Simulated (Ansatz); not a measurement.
**AlS, quartet: the ladder up to full CI**

Geometry: that of the AlS, doublet, kept fixed. The doublet lies 3.1 eV lower here.

```csv
atom,x (Å),y (Å),z (Å)
Al,0.0000,0.0000,0.0000
S,0.0000,0.0000,2.0316
```

Basis 6-31G; Ansatz 0.2.0. Only valence electrons are correlated (noble-gas cores frozen), which leaves 9 electrons in 16 orbitals. Prefix R: restricted or restricted open-shell reference; prefix U: unrestricted. Active spaces: valence = (9e, 8o) chosen from the atoms' valence shells.

Full CI is exact within this basis and frozen core; it isn't the basis-set limit. The frozen core follows each run's orbitals, which can shift R against U totals by a few meV.

For open shells CISD and CISDTQ are restricted-active-space CI with the open shells as a complete middle space. The determinant fills πx and πy unequally, so it is a mixture of Σ and Δ, which weighs on every level built on one determinant.

- UHF ⟨S²⟩: 3.753
- T1 diagnostic (RCCSD): 0.0253
- largest doubles amplitude (RCCSD): 0.279
- T1 diagnostic (UCCSD): 0.0224

```csv
level,E − E(full CI) (meV),share of correlation (%),wall time
RHF,1755,0.00,–
UHF,1730,1.39,–
RMP2,593,66.21,–
UMP2,587,66.58,–
CISD,239,86.35,0.81 s
RCCSD,211,88.00,–
UCCSD,210,88.06,–
RCCSD(T),130,92.62,1.4 s
UCCSD(T),129,92.64,1.4 s
BCCD(T),132,92.48,1.4 s
RCCSDT*,9,99.51,–
UCCSDT*,8,99.53,–
CISDTQ,7,99.59,6.5 s
RCCSDT(Q)*,-2,100.11,4.2 s
UCCSDT(Q)*,-3,100.19,3.9 s
RCCSDTQ*,0,100.01,29 s
UCCSDTQ*,0,100.01,32 s
CASSCF (valence space),995,43.31,–
NEVPT2 (valence space),277,84.23,1.5 s
MRCISD (valence space),35,98.01,–
MRCISD+Q (valence space),9,99.49,2.1 s
MRCISD+Q(relaxed) (valence space),1,99.94,2.4 s
```

An asterisk marks runs whose energy the program itself flagged as in doubt.

The correlation energy at full CI, counted from RHF, is -1.755 eV. That run took 14 s on 1 thread of AMD EPYC 9B14, shared host over 1,120,064 determinants.

Times hold each run's SCF and search for its determinant on a shared host, so for small cases they say little of a method's own cost; they ran on 1 thread of AMD EPYC 9B14. Some runs computed forces too.

The full-CI state has the irrep A1 of C2v, in the program's axes (one component, if the state is degenerate).

Natural occupations of full CI about the gap: 1.988 1.961 1.483 1.478 1.000 0.515 0.510 0.024 0.009 0.008; effectively unpaired electrons, Σ n²(2−n)², 3.35. No single determinant describes this state well, so single-reference rows can miss without a flag.
